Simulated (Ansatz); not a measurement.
**CH3+ (SMILES [CH3+]): one structure at several levels**

One table from this session's results is given with a row withheld; the runs are named, their logs left out.

Computed with Ansatz 0.2.0, Gaussian basis. Level: single points in def2-TZVPP.

Correlated methods freeze the cores.

### Starting geometry

SMILES `[CH3+]`, 4 atoms, charge 1, spin multiplicity 1.

Atoms are counted from 1 here; the program's logs count them from 0.

Bond lengths: C1–H2 1.133 Å, C1–H3 1.121 Å, C1–H4 1.109 Å. Angles: H2–C1–H3 122.2°, H2–C1–H4 118.5°, H3–C1–H4 119.3°.

Coordinates:

```csv
atom,x (Å),y (Å),z (Å)
C1,0.0062,0.0052,-0.0027
H2,0.2903,0.5968,0.9212
H3,-1.0072,0.0855,-0.4753
H4,0.7476,-0.7025,-0.4257
```

The first run:

run/in.yaml reads:

```yaml
crystal:
  periodic: [false, false, false]
  atoms:
    - {symbol: C, position_ang: [0.006200, 0.005200, -0.002700]}
    - {symbol: H, position_ang: [0.290300, 0.596800, 0.921200]}
    - {symbol: H, position_ang: [-1.007200, 0.085500, -0.475300]}
    - {symbol: H, position_ang: [0.747600, -0.702500, -0.425700]}
basis:
  gaussian: {orbitals: def2-TZVPP}
total_charge: 1
correlation: {method: ccsd_t}
output: {forces: true}
```

The command line of these runs was not kept.

Among the steps run: CCSD(T)/def2-TZVPP; PBE0-D4/def2-TZVPP; wB97M-V/def2-TZVPP; r2SCAN-D4/def2-TZVPP; PBE-D4/def2-TZVPP; BLYP-D4/def2-TZVPP; CAM-B3LYP-D4/def2-TZVPP.

One table of the session follows, with a row left open; its other results are not shown here.

| method | RMS force component (eV/Å) | angle to CCSD(T) forces (°) |
| --- | --- | --- |
| CCSD(T) | 0.531 | reference |
| PBE0-D4 | 0.497 | 2.1 |
| wB97M-V | 0.537 | 0.7 |
| r2SCAN-D4 | 0.507 | 1.3 |
| PBE-D4 | 0.379 | 10.9 |
| BLYP-D4 | ? | ? |
| CAM-B3LYP-D4 | 0.519 | 0.6 |

Q: Estimate the row for BLYP-D4 from the others.

As computed: RMS force component (eV/Å): 0.411; angle to CCSD(T) forces (°): 7.2. In the column «RMS force component (eV/Å)» it lies between PBE-D4 (0.379) and PBE0-D4 (0.497).
